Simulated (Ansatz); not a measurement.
```yaml
crystal:
  periodic: [false, false, false]
  atoms:
    - {symbol: Zr, position_ang: [0.000000, 0.000000, -1.745360]}
    - {symbol: C, position_ang: [0.000000, 0.000000, 0.294567]}
    - {symbol: O, position_ang: [0.000000, 0.000000, 1.450793]}
basis:
  gaussian: {orbitals: def2-TZVP}
magnetization: {spin_polarized: true, initial_magnetization: 4}
hamiltonian: {xc: pbe0}
relax: {f_tol: 0.004, max_steps: 80}
```

```sh
$ ansatz run in.yaml --threads 1 --pin off --events-out ev --progress --plain --max-ram 2176MiB
```

Steps of the relaxation (energy above the last step; positions in Å, forces in eV/Å):

```
3
step 1, 41.7 meV
Zr    0.000    0.000   -1.745    0.000    0.000   -1.189
C     0.000    0.000    0.295    0.000    0.000    0.790
O     0.000    0.000    1.451    0.000    0.000    0.399
```

```
3
step 2, 0.8 meV
Zr    0.000    0.000   -1.792    0.000    0.000   -0.065
C     0.000    0.000    0.316    0.000    0.000    0.394
O     0.000    0.000    1.476    0.000    0.000   -0.330
```

```
3
step 3, 0.1 meV
Zr    0.000    0.000   -1.795    0.000    0.000   -0.007
C     0.000    0.000    0.319    0.000    0.000    0.134
O     0.000    0.000    1.476    0.000    0.000   -0.127
```

```
3
step 4, 0.0 meV
Zr    0.000    0.000   -1.795    0.000    0.000    0.000
C     0.000    0.000    0.319    0.000    0.000   -0.001
O     0.000    0.000    1.475    0.000    0.000    0.001
```

Close pairs at the end: C2–O3 1.156 Å, Zr1–C2 2.114 Å, Zr1–O3 3.270 Å.

A stationary point of unrestricted PBE0 after 4 steps, with ⟨S²⟩ = 6.004 against 6.00 for a pure state; no frequencies were run, so it isn't proven a minimum. 28 s on 1 thread of Intel Xeon Platinum 8375C, shared host.
